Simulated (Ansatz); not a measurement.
**Structure relaxation of K2AgMoF6**

Theory: DFT PBE, scalar-relativistic, plane waves, PAW in Ansatz. Cutoff 420 eV, Γ-centred k mesh, Gaussian smearing, collinear spin, first started from parallel moments.

A relaxed cell is given with its space group left out.

```
K Ag Mo F
1.0
     0.00000    4.47051    4.47051
     4.47051    0.00000    4.47051
     4.47051    4.47051    0.00000
K Ag Mo F
2 1 1 6
Direct
  0.25000 0.25000 0.25000
  0.75000 0.75000 0.75000
  0.50000 0.50000 0.50000
  0.00000 0.00000 0.00000
  0.23064 0.23064 0.76936
  0.23064 0.76936 0.76936
  0.76936 0.76936 0.23064
  0.23064 0.76936 0.23064
  0.76936 0.23064 0.76936
  0.76936 0.23064 0.23064
```

Formation energies are uncorrected and refer to the elements' standard structures at the same level (F₂ as a molecule).

(1) What space group does it have?

(2) How far does it lie from the elements in energy?

(3) Is it a metal?

(4) What net moment does it keep?

## Answers

(1) Fm-3m (No. 225). Conventional cell: a = 8.941 Å. Around K lie 12 F at 3.17 Å; Ag has 6 F at 2.41 Å; around Mo lie 6 F at 2.06 Å; F is coordinated by 1 Mo at 2.06 Å and 1 Ag at 2.41 Å.

(2) -2.224 eV/atom.

(3) No, the gap on the 6×6×6 mesh is 0.81 eV.

(4) 0.30 μB per atom, with site moments up to 1.68 μB.

The final run used a 6×6×6 mesh on its 10-atom cell and 0.02 eV smearing.

Cost: 2 runs of about 2.4 core-minutes in all, on Arm Neoverse V1 (shared hosts).